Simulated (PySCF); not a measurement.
# C4H9F ((CH3)2CHCH2F): the cost of one run

The runs use PySCF 2.14.0, with density-fitted response routines of our own; the level of theory stands in each step. All values are computed, except where a source is named. Atoms are numbered from 0 throughout.

### 1 The molecule as given

14 atoms, charge 0, multiplicity 1; geometry from: MMFF94s.

Bonds of the start (Å): C0–C1 1.53, C1–C2 1.53, C1–C3 1.53, C3–F4 1.36, C0–H5 1.10, C0–H6 1.10, C0–H7 1.10, C1–H8 1.10, C2–H9 1.10, C2–H10 1.10, C2–H11 1.10, C3–H12 1.09, C3–H13 1.09.

### 2 Geometry optimisation at PBE0-D3(BJ)/def2-SVP

The job: settings as JSON, then the geometry in Å.

```
{"job": {"xc": "PBE0", "basis": "def2-SVP", "d3": "d3bj", "grid": 1, "kind": "geom"}, "charge": 0, "multiplicity": 1}
C     -0.324736     1.344190    -0.432480
C      0.064929     0.128792     0.407004
C     -1.059672    -0.905097     0.396526
C      1.367182    -0.484136    -0.101533
F      1.205717    -0.904222    -1.384458
H     -0.502434     1.068757    -1.477601
H      0.467134     2.100359    -0.411478
H     -1.238695     1.806644    -0.044903
H      0.220955     0.458985     1.441218
H     -1.264556    -1.263745    -0.617926
H     -1.984665    -0.476410     0.796544
H     -0.797473    -1.769988     1.014995
H      2.183440     0.244542    -0.086557
H      1.662874    -1.348671     0.500648
```

Launch:

```
OMP_NUM_THREADS=1 python probes_run.py task.json out
```

This one command runs all jobs of the session in turn.

Q: Estimate the wall time and peak memory of this first job on 1 thread of Arm Neoverse V1, shared host.

About 17 s, with a peak of 0.48 GiB.
